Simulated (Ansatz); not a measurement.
Relaxation of BClH3Si (6 atoms, charge 0, multiplicity 2), to a largest force component of 0.015 eV/Å in at most 40 steps.

Method: Ansatz, UKS PBE0/def2-SVP.

```xyz
6
Properties=species:S:1:pos:R:3:forces:R:3
Si -0.650 0.442 -0.454 -0.60 0.51 -0.41
B 0.769 -0.298 0.548 0.25 -0.88 0.14
Cl 0.938 -2.048 0.589 0.01 -0.19 0.00
H -1.667 -0.270 -1.231 -0.21 -0.54 -0.18
H -0.960 1.867 -0.612 0.12 0.55 0.12
H 1.570 0.307 1.160 0.42 0.55 0.34
```

**Question.** Where does it end, and by what steps?

**Answer.** The forces met the threshold. After 6 steps the energy has fallen by 0.087 eV; H5 moved furthest, 0.10 Å.

```tsv
step	energy less start (eV)	largest force component (eV/Å)	accepted
0	0.0000	0.880	yes
1	-0.0790	0.380	yes
2	-0.0862	0.095	yes
3	-0.0866	0.051	yes
4	-0.0868	0.031	yes
5	-0.0868	0.022	yes
6	-0.0869	0.001	yes
```

```xyz
6
Properties=species:S:1:pos:R:3
Si -0.687 0.458 -0.480
B 0.764 -0.335 0.542
Cl 0.969 -2.079 0.609
H -1.692 -0.325 -1.251
H -0.901 1.929 -0.567
H 1.548 0.352 1.148
```

Whether the end is a true minimum wasn't checked by a vibrational analysis.

Run time: 51 s on 1 thread of Intel(R) Xeon(R) Processor @ 2.50GHz (Skylake/Cascade Lake) (shared host), peak memory 0.16 GiB.
